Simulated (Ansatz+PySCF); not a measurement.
Two shapes of doublet H4O2(+) in separate pieces.

Shape 1:

```xyz
6

O     0.0000    0.0000   -0.1197
H     0.0000    0.7542    0.4787
H     0.0000   -0.7542    0.4787
O    10.0000    0.0000   -0.1197
H    10.0000    0.7542    0.4787
H    10.0000   -0.7542    0.4787
```

Shape 2:

```xyz
6

O     0.0000    0.0000   -0.1197
H     0.0000    0.7542    0.4787
H     0.0000   -0.7542    0.4787
O    30.0512    0.0604    0.0897
H    30.1376   -0.8730   -0.1296
H    29.4529    0.3902   -0.5885
```

Basis set: cc-pVDZ (spherical functions). Left uncorrelated: 2 orbitals. Correlation on ROHF uses semicanonical orbitals with singles. Charge 1, multiplicity 2.

Computed with Ansatz (development build ahead of 0.2.0); each method stands on the lowest determinant of its kind that the runs found.

Problem. Which shape is lower in energy, and by how much in each method?

Solution.

| method | E(2) − E(1) (eV) |
| --- | --- |
| UHF | 0.003 |
| ROHF-CCSD(T) | 0.003 |
| PBE0 (restricted open-shell) | -0.176 |
| ωB97X (restricted open-shell) | 0.005 |
| ωB97X (unrestricted) | 0.005 |

The methods disagree on the order. Caution for UHF, ROHF-CCSD(T): the charge can sit on one fragment and break the point group; the determinant breaks the point group. Caution for PBE0 (restricted open-shell), ωB97X (restricted open-shell), ωB97X (unrestricted): charge can spread falsely over distant fragments.
